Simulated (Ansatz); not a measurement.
A structure relaxed at r2SCAN-D4/def2-TZVP in Ansatz, charge 0, singlet:

Cartesian coordinates in Å:
```
Mg 1.468 0.785 -0.381
Mg -1.228 -1.035 -0.424
Mg -0.604 0.444 1.659
H -0.741 -1.533 1.258
H 2.909 1.370 -1.115
H 0.255 -0.465 -1.259
H -2.059 0.434 0.262
```

(1) Give its formula and point group.

(2) Summarise the bond lengths by kind (pairs closer than 1.2 times the sum of covalent radii, bridged metal pairs left out).

Results:

(1) the cluster Mg3H4. Point group Cs (tolerance 0.1 Å).

(2) 1 × Mg–Mg 2.93 Å; 7 × H–Mg 1.72 to 2.02 Å.

The restricted singlet is unstable towards broken spin symmetry in Hartree–Fock (as tested in another run); at r2SCAN-D4/def2-TZVP this wasn't settled. Another isomer (singlet) lies 0.37 eV lower at PBE0-D4/def2-TZVP; other spin states weren't run for this one.
